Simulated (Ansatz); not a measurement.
CaB6-type CaB6 was calculated with HSE06 in Ansatz (PAW).

Numerical settings: plane-wave cutoff 500 eV, 6×6×6 k mesh, gaussian smearing 0.02 eV, scalar-relativistic PAW data made under PBE.

Cell (relaxed with r²SCAN):

```xyz
7
Lattice="4.1367 0.0000 0.0000 0.0000 4.1367 0.0000 0.0000 0.0000 4.1367" Properties=species:S:1:pos:R:3 pbc="T T T"
Ca     0.0000     0.0000     0.0000
B      3.3015     2.0683     2.0683
B      2.0683     0.8352     2.0683
B      2.0683     3.3015     2.0683
B      0.8352     2.0683     2.0683
B      2.0683     2.0683     3.3015
B      2.0683     2.0683     0.8352
```

What does this level give for the band gap?


band gap: 0.36 eV (on the SCF k mesh)

Measured, for comparison: band gap 1 eV (temperature not stated, not corrected to a static lattice; as tabulated in Wu et al. (2004), arXiv:cond-mat/0401246). Computed (rounded) less measured: band gap -0.64 eV.

Note: cell and atoms aren't relaxed at this level (largest force component 0.19 eV/Å, pressure -0.4 GPa).

The computed numbers hold no vibrational or temperature effects.

Computing time: about 70 core-seconds (a rough figure).

Ansatz is an electronic-structure program.
